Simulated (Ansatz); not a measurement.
A made-up structure of BNH3 (charge -1), closed shell:

B1  (-0.312, -0.281, -0.136)
N2  (0.654, 0.890, -0.357)
H3  (-0.452, -0.994, 1.055)
H4  (-1.141, -0.720, -1.154)
H5  (1.252, 1.104, 0.593)
(Å)

It is relaxed with PBE-D4/def2-SVPD and then PBE0-D4/def2-TZVPD (Ansatz 0.2.0). Atoms count as bonded within 1.22 times the sum of their covalent radii (H–H: 0.88 Å). The end point is not checked to be a true minimum.

Question: Does its bonding change? (A judgement: the text doesn't fix the answer.)

Answer: By the calculation: No: no bond forms or breaks.

Where it ends: The first stage lowers the energy by 0.88 eV in 6 steps. It ends as BNH₃ ([BH2][NH]), total charge -1:
```xyz
5
angstrom
B -0.2784 -0.2504 -0.1217
N 0.5838 0.7943 -0.3191
H -0.4040 -0.8876 0.9419
H -1.0189 -0.6423 -1.0308
H 1.1175 0.9861 0.5297
```

Labels in which every atom is bracketed show which atoms are joined, not bond orders.

For scale, one of the runs: PBE0-D4/def2-TZVPD relaxation, 101 basis functions, launched by `ansatz run in.yaml --threads 2 --pin off --events-out ev --progress --plain --max-ram 4352MiB`. Hardware: 2 CPU threads of an AMD EPYC 7R13, shared host. Wall time about 5.5 s.
